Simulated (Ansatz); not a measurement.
**Multireference treatment of CF2, singlet**

Program: Ansatz, Gaussian basis, development build. Basis cc-pVDZ, nonrelativistic, 3 orbitals frozen in the corrections. State-specific CASSCF; RHF is the lowest restricted (open-shell) Hartree–Fock solution met. Solutions may break the symmetry of the shape. No proof that the lowest CASSCF solution was found.

Geometry:

```xyz
3

C     0.0000    0.0000   -0.6384
F     0.0000    1.1057    0.2128
F     0.0000   -1.1057    0.2128
```

Task: What do CASSCF and its corrections give against RHF in CAS(2,2), and what are the occupations?

Result: CASSCF -0.605 eV, SC-NEVPT2 -13.327 eV; occupations 1.93, 0.07.
